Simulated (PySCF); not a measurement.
Bonds broken one at a time in the series Al Cl-Br. Gas-phase values, no solvent. Strings in code marks are SMILES.

The numbers are results of PySCF 2.14.0 with TPSSh-D3(BJ)/def2-TZVP, not measurements. 

```
species                                dipole moment (D)
-------------------------------------  -----------------
whole molecule (`[Cl][Al]([Cl])[Cl]`)               0.01
radical fragment (`[Cl]`)                           0.00
radical fragment (`[Cl][Al][Cl]`)                   1.45
whole molecule (`[Cl][Al]([Cl])[Br]`)               0.18
radical fragment (`[Cl][Al][Br]`)                   1.39
radical fragment (`[Br]`)                           0.00
whole molecule (`[Cl][Al]([Br])[Br]`)               0.17
radical fragment (`[Br][Al][Br]`)                   1.33
whole molecule (`[Br][Al]([Br])[Br]`)               0.00
```
